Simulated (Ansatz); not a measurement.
Ansatz (a program for electronic structure) input (SVWN5/def2-TZVP):

Ansatz 0.2 input:
```yaml
crystal:
  periodic: [false, false, false]
  atoms:
    - {symbol: Si, position_ang: [-0.00000000, -0.00000000, -0.57233761]}
    - {symbol: O, position_ang: [0.00000000, 0.00000000, 1.00159081]}
basis:
  gaussian:
    orbitals: def2-TZVP
hamiltonian:
  xc: {name: SVWN5}
magnetization: {spin_polarized: true, initial_magnetization: 2}
relax: {f_tol: 0.003, max_steps: 100}
```

Output:

```
Functional definition: SVWN5
integrals: 0.01 GiB planned
403 factors; their error is unknown
mean field: 0.13 GiB planned
mean field evaluation 1: about -9865.5903 eV, gradient 5.1e1 eV
mean field evaluation 2: about -9694.3916 eV, gradient 1.5e2 eV
mean field evaluation 4: about -9869.6539 eV, gradient 3.0e1 eV
mean field evaluation 8: about -9875.9986 eV, gradient 2.4e0 eV
mean field evaluation 16: about -9876.0272 eV, gradient 3.7e-2 eV
mean field evaluation 32: about -9873.7782 eV, gradient 1.5e1 eV
mean field evaluation 64: about -9875.4610 eV, gradient 2.5e0 eV
mean field evaluation 96: about -9875.9833 eV, gradient 2.3e0 eV
mean field -9876.02725031 eV, -362.9373072371 hartree, gradient 1.2e-5 eV, S^2 2.003021; 12 other end points of the search recorded, 0 dependent functions left out
the calculation of the forces begins
reference -9876.02727428 eV, -362.9373081180 hartree; 12, 10 occupied and 56, 58 virtual orbitals, 403 factors
relax step   1: F+E_penalty+E_count = -9876.02725031 eV  Δ(F+E_penalty+E_count) = +0.000e0 eV  max|allowed force component| = 5.146e-1 eV/Å  Δτ_max = 0.0000 Å  (280 SCF iters, accepted)
these checks for a lower state are left out or cut short: starts, cluster_reference, orbital_swaps, neighbouring_geometries, increment
integrals: 0.01 GiB planned
403 factors; their error is unknown
mean field: 0.13 GiB planned
mean field -9876.02949351 eV, -362.9373896733 hartree, gradient 2.3e-5 eV, S^2 2.003000; 0 other end points of the search recorded, 0 dependent functions left out
the calculation of the forces begins
reference -9876.02951749 eV, -362.9373905543 hartree; 12, 10 occupied and 56, 58 virtual orbitals, 403 factors
relax step   2: F+E_penalty+E_count = -9876.02949351 eV  Δ(F+E_penalty+E_count) = -2.243e-3 eV  max|allowed force component| = 2.994e-1 eV/Å  Δτ_max = 0.0028 Å  (31 SCF iters, accepted)
these checks for a lower state are left out or cut short: starts, cluster_reference, orbital_swaps, neighbouring_geometries, increment
integrals: 0.01 GiB planned
403 factors; their error is unknown
mean field: 0.13 GiB planned
mean field -9876.03060212 eV, -362.9374304139 hartree, gradient 2.2e-5 eV, S^2 2.002971; 0 other end points of the search recorded, 0 dependent functions left out
the calculation of the forces begins
reference -9876.03062610 eV, -362.9374312951 hartree; 12, 10 occupied and 56, 58 virtual orbitals, 403 factors
relax step   3: F+E_penalty+E_count = -9876.03060212 eV  Δ(F+E_penalty+E_count) = -1.109e-3 eV  max|allowed force component| = 9.547e-3 eV/Å  Δτ_max = 0.0038 Å  (31 SCF iters, accepted)
these checks for a lower state are left out or cut short: starts, cluster_reference, orbital_swaps, neighbouring_geometries, increment
integrals: 0.01 GiB planned
403 factors; their error is unknown
mean field: 0.13 GiB planned
mean field -9876.03060311 eV, -362.9374304502 hartree, gradient 4.4e-5 eV, S^2 2.002972; 0 other end points of the search recorded, 0 dependent functions left out
the calculation of the forces begins
reference -9876.03062709 eV, -362.9374313314 hartree; 12, 10 occupied and 56, 58 virtual orbitals, 403 factors
relax step   4: F+E_penalty+E_count = -9876.03060311 eV  Δ(F+E_penalty+E_count) = -9.892e-7 eV  max|allowed force component| = 2.932e-3 eV/Å  Δτ_max = 0.0001 Å  (32 SCF iters, accepted)
integrals: 0.01 GiB planned
403 factors; their error is unknown
mean field: 0.13 GiB planned
mean field evaluation 128: about -9876.0306 eV, gradient 4.4e-5 eV
mean field evaluation 160: about -9875.0011 eV, gradient 2.9e-4 eV
mean field evaluation 192: about -9873.6783 eV, gradient 1.5e1 eV
mean field -9876.03060311 eV, -362.9374304502 hartree, gradient 5.7e-6 eV, S^2 2.002972; 10 other end points of the search recorded, 0 dependent functions left out
the calculation of the forces begins
reference -9876.03062709 eV, -362.9374313314 hartree; 12, 10 occupied and 56, 58 virtual orbitals, 403 factors
Total energy: -9876.03062709 eV, -362.9374313314 hartree
Atom 0 at     0.000000     0.000000    -0.565943 Å, force    -0.000000     0.000000     0.002931 eV/Å
Atom 1 at    -0.000000    -0.000000     0.995196 Å, force    -0.000000    -0.000000    -0.002931 eV/Å
Dipole moment:    -0.000000     0.000000    -0.527276 e Å
```

This is an excited triplet: at this geometry the singlet lies 4.23 eV lower at wB97M-V/def2-TZVPD.
